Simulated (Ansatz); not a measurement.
One crystal and one scan (energy against volume) at two levels, PBE (plane waves to 420 eV, PAW, scalar-relativistic; Ansatz, a first-principles code) and r2SCAN (plane waves to 500 eV, PAW, scalar-relativistic; Ansatz), each from its own relaxed cell and on its own mesh. The cell shown is that of PBE.

InP (zinc blende)

```xyz
2
Lattice="0.0000 2.9798 2.9798 2.9798 0.0000 2.9798 2.9798 2.9798 0.0000" Properties=species:S:1:pos:R:3 pbc="T T T"
P      4.4696     4.4696     4.4696
In     0.0000     0.0000     0.0000
```

E(V) scan at fixed shape, V₀ the volume above. Symmetry pins the atoms to their sites.

E stands for the smeared free energy. InP was relaxed with its symmetry unable to fall. Percentages come from the unrounded values.

Results of PBE:

- Lattice constant a (Å) = 5.960
- Band gap of the relaxed cell, no spin-orbit coupling (eV) = 0.44
- Bulk modulus B₀ (third-order Birch-Murnaghan fit) (GPa) = 59.4
- Pressure derivative B₀′ (fit) = 4.8

**Question.** Estimate the r2SCAN values.

**Answer.** 
| quantity | r2SCAN | PBE − r2SCAN |
|---|---|---|
| Lattice constant a (Å) | 5.907 | +0.053 (+0.9 %) |
| Band gap of the relaxed cell, no spin-orbit coupling (eV) | 1.03 | -0.59 (-57 %) |
| Bulk modulus B₀ (third-order Birch-Murnaghan fit) (GPa) | 68.0 | -8.6 (-13 %) |
| Pressure derivative B₀′ (fit) | 4.5 | +0.3 (+5 %) |

PBE gives the higher value for: lattice constant a; pressure derivative B₀′. PBE gives the lower value for: band gap of the relaxed cell, no spin-orbit coupling; bulk modulus B₀. For the lattice constant a the reference is 5.858 Å (measured, corrected to the static lattice; as given in Daniel Mejia-Rodriguez, S. B. Trickey, Physical Review B (2018), arXiv:1807.09216): r2SCAN lies nearer. For the bulk modulus B₀ the reference is 72 GPa (measured, corrected to the static lattice; as given in Daniel Mejia-Rodriguez, S. B. Trickey, Physical Review B (2018), arXiv:1807.09216): r2SCAN lies nearer.  Neither level is exact: the differences show how much the result hangs on the functional.

(A scan under strain: stresses follow from slopes of the energy per volume, elastic moduli from its curvatures.)
